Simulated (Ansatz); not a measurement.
A made-up structure of CH3Si2, doublet:

```xyz
6
angstrom
C 1.1619 0.7026 0.6630
Si -0.6873 -0.0033 -0.4453
Si -1.3291 -1.4996 -0.6808
H -2.2070 -2.5235 -1.1251
H 1.8086 1.2181 -0.0001
H 0.8884 1.3745 1.4359
```

It is relaxed with PBE-D4/def2-SVP and then PBE0-D4/def2-TZVP (Ansatz 0.2.0). Atoms count as bonded within 1.22 times the sum of their covalent radii (H–H: 0.88 Å). The end point is not checked to be a true minimum.

Q: Does its bonding change? (A judgement: the text doesn't fix the answer.)

A: By the calculation: No: no bond forms or breaks.

Where it ends: The first stage lowers the energy by 6.00 eV in 15 steps. It ends as CH₃Si₂ ([CH2][Si][SiH]):
```xyz
6
angstrom
C 0.8707 0.8751 0.4170
Si -0.1291 -0.3935 -0.1050
Si -1.3148 -2.3076 -0.2664
H -2.1282 -1.5946 -1.3437
H 1.6097 1.3317 -0.2336
H 0.7272 1.3578 1.3792
```

Labels in which every atom is bracketed show which atoms are joined, not bond orders.

For scale, one of the runs: PBE0-D4/def2-TZVP relaxation, 123 basis functions, launched by `ansatz run in.yaml --threads 2 --pin off --events-out ev --progress --plain --max-ram 4352MiB`. Hardware: 2 CPU threads of an Arm Neoverse V1, shared host. Wall time about 43 s.
